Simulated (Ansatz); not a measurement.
Input for Ansatz (development build ahead of 0.2.0):

```yaml
crystal:
  periodic: [false, false, false]
  atoms:
    - { symbol: Mg, position_ang: [0.0, 0.0, 0.0] }
    - { symbol: S, position_ang: [0.0, 0.0, 5.564] }
basis:
  gaussian: { orbitals: def2-SVP }
magnetization:
  spin_polarized: true
hamiltonian:
  xc: hf
scf:
  omitted_lower_state_checks: [starts, atomic_configurations, cluster_reference, orbital_swaps, given_window_search, neighbouring_geometries, increment]
output:
  forces: true
```

The input is written out in the form of the current development build from the run's settings.

Output:

```json
{
  "Converged": "yes",
  "Total energy": "-596.88189 hartree",
  "Spin squared of the determinant": "1.018",
  "Stability test": "minimum"
}
```

Forces (eV/Å):
```tsv
atom	Fx	Fy	Fz
Mg1	0.000	0.000	0.016
S2	0.000	0.000	-0.016
```

Caution: another spin multiplicity may lie lower; the unrestricted determinant is a mixture of spin states.
